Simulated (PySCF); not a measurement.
Tetramethylammonium, C4H12N (charge +1).
SMILES with atom numbers: `[CH3:1][N+:2]([CH3:3])([CH3:4])[CH3:5]` (hydrogens: H6, H7, H8 on C1; H9, H10, H11 on C3; H12, H13, H14 on C4; H15, H16, H17 on C5)

A GFN2-xTB structure was refined with PBE0-D3(BJ)/def2-SVP geometry optimisation, gas phase in PySCF 2.14.0. Its GFN2-xTB values:

| coordinate | GFN2-xTB |
| --- | --- |
| C1–N2 | 1.474 Å |
| C1–H6 | 1.089 Å |
| N2–C3 | 1.474 Å |
| C1–N2–C3 | 109.8° |

How do these coordinates change at the PBE0-D3(BJ)/def2-SVP level?

```json
{"coordinate": "N2–C3", "PBE0-D3(BJ)/def2-SVP (Å or °)": "1.492", "change": "+0.018"}
{"coordinate": "C1–N2", "PBE0-D3(BJ)/def2-SVP (Å or °)": "1.492", "change": "+0.018"}
{"coordinate": "C1–H6", "PBE0-D3(BJ)/def2-SVP (Å or °)": "1.097", "change": "+0.008"}
{"coordinate": "C1–N2–C3", "PBE0-D3(BJ)/def2-SVP (Å or °)": "109.5", "change": "-0.3"}
```

The energy falls by 4.9 kJ/mol over 4 energy and gradient evaluations, the largest force component goes from 0.0105 to 1.6e-04 Eh/bohr, and the atoms move by 0.019 Å rms after alignment. Among the bonds, C1–N2, N2–C3, N2–C4 and N2–C5 change most and about equally (+0.018 Å). Bonds longer at the end by more than 0.005 Å: 16 of 16; shorter: 0.

The run used 130 basis functions and 21 SCF cycles in all. On Arm Neoverse V1, one thread, shared host, this took 23 s.

PBE0-D3(BJ)/def2-SVP frequencies: not computed here.
